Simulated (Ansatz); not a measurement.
# CH2N2: the cost of one run

Program: Ansatz 0.2.0, driven from Python. Level of theory: CAM-B3LYP/6-31G*. These are calculated values, not measurements.

## Step 1: The system

Bond lengths: N1–C2 1.123 Å, C2–N3 1.142 Å, N1–H4 1.049 Å, N3–H5 1.044 Å. Angles: N1–C2–N3 178.0°, C2–N1–H4 105.0°, C2–N3–H5 110.3°.

No structure file is read: the coordinates are typed or built in the script.

## Step 2: The code

File bend_ch2n2.py:

```python
"""Bending curve of CH2N2."""

import ansatz as az
from ase import Atoms


def main() -> None:
    atoms = Atoms(["N", "C", "N", "H", "H"], positions=[
        (-1.0993, -0.144, 0.2404),
        (-0.0114, -0.0091, -0.0043),
        (1.0997, 0.0882, -0.2493),
        (-1.6131, 0.3905, -0.5021),
        (1.674, -0.3993, 0.4739),
    ])

    # relax first, so that the scan starts from a minimum
    first = (
        az.Crystal.molecule_from_ase(atoms).calculation()
        .basis(gaussian="6-31G*")
        .functional("cam_b3lyp")
        .accuracy("medium")
        .relax(force_tolerance=0.02, max_steps=80)
    )
    atoms.positions = first.run(threads=1).report["positions_ang"]

    rows = []
    for angle in [85, 95, 105, 115, 125, 140, 160]:
        bent = atoms.copy()
        bent.set_angle(1, 0, 3, angle, indices=[3])
        calculation = (
            az.Crystal.molecule_from_ase(bent).calculation()
            .basis(gaussian="6-31G*")
            .functional("cam_b3lyp")
            .accuracy("medium")
        )
        rows.append((angle, calculation.run(threads=1).report["free_energy_ev"]))
    floor = min(e for _, e in rows)
    for angle, e in rows:
        print(f"angle C1-N0-H3 = {angle:3d} deg   {1000 * (e - floor):9.1f} meV")


if __name__ == "__main__":
    main()
```

## Step 3: Launch

The run is started by

```bash
> python bend_ch2n2.py
```

**Question.** How long does this script take on 1 thread of Arm Neoverse V1, shared host, and how much memory does it need?

About 19 s, with a peak of 0.18 GiB.
